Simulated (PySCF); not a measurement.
# Computed properties of F2, SMILES FF

fluorine (F₂), SMILES FF. Geometry: B3LYP-D3(BJ)/def2-TZVPD. The values are those of a single conformer. All values are computed for the isolated molecule unless a solvent is named; none is compared with measurement here.

**Structure.** The optimised structure has D∞h symmetry. All 1 harmonic modes at B3LYP-D3(BJ)/def2-TZVPD (PySCF) are real, so it is a minimum.

**Vibrations.** No mode carries more than 0.5 km/mol of infrared intensity. The softest mode is at 1049 cm⁻¹ and the zero-point energy is 1.5 kcal/mol.

**Electronic structure.** HF/def2-TZVPD (PySCF) places the frontier levels at -18.08 and 1.79 eV, a gap of 19.87 eV, and gives a dipole moment of 0.00 D and a mean polarisability of 8.4 bohr³. PBE/def2-TZVPD (PySCF) at the same geometry gives -9.39 and -5.55 eV, so its gap is 16.03 eV narrower. An orbital gap is neither the optical nor the fundamental gap.

**Excitations.** TDDFT-M06-2X/def2-TZVPD (PySCF) has S1 at 4.32 eV (287 nm, f = 0.000, dark); the most intense of the 10 singlets computed lies at 12.99 eV (f = 0.34). Strengths of degenerate partners are summed. T1 (TDA) is at 3.26 eV. TDDFT-PBE/def2-TZVPD (PySCF) puts S1 at 4.45 eV. No vertical singlet excitation falls in the visible range (under 3.1 eV).

**NMR.** GIAO shifts at PBE0/pcSseg-2 (PySCF) (non-relativistic, atoms alike by connectivity averaged): ¹⁹F at 359.9 ppm against CFCl3.

**Solvation.** SMD-PBE0/def2-SVP (PySCF) gives 2.2 kcal/mol in water, 0.6 kcal/mol in acetone, 1.2 kcal/mol in dimethylsulfoxide (1 M in both phases, gas-phase geometry); of these solvents acetone holds the molecule best.
